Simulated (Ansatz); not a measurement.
# Si2: the cost of one run

The runs use Ansatz 0.2.0, Gaussian basis; def2-QZVPP, core rule «outside noble gas», up to 10 orbitals frozen.

Plan: UHF; ROHF; CCSD(T) on UHF.

2 further runs of the same task are left out: 2 set aside as unsound or not needed. Runs told in other sessions of the task aren't counted.

## (1) The geometry

The geometry is a PBE0/def2-TZVP stationary point (not a proven minimum) of the parent state, kept for this charge and spin.

2 atoms, charge 1, spin multiplicity 2.

Atoms are counted from 1 here; the program's logs count them from 0.

Bond lengths: Si1–Si2 2.255 Å.

## (2) UHF

in.yaml

```yaml
crystal:
  periodic: [false, false, false]
  atoms:
    - {symbol: Si, position_ang: [0.000000, 0.000000, 0.000000]}
    - {symbol: Si, position_ang: [0.000000, 0.000000, 2.254714]}
basis:
  gaussian: {orbitals: "def2-QZVPP.json"}
total_charge: 1
magnetization: {spin_polarized: true, initial_magnetization: 1}
hamiltonian: {xc: hf}
output: {orbitals: {seedname: orbitals}}
```

Command:

```sh
> ansatz run in.yaml --threads 1 --pin off --events-out ev --progress --plain --max-ram 2393MiB
```

**Question.** How long does this run take on 1 thread of Arm Neoverse V2, shared host, and how much memory does it need?

About 19 s, with a peak of 0.31 GiB.
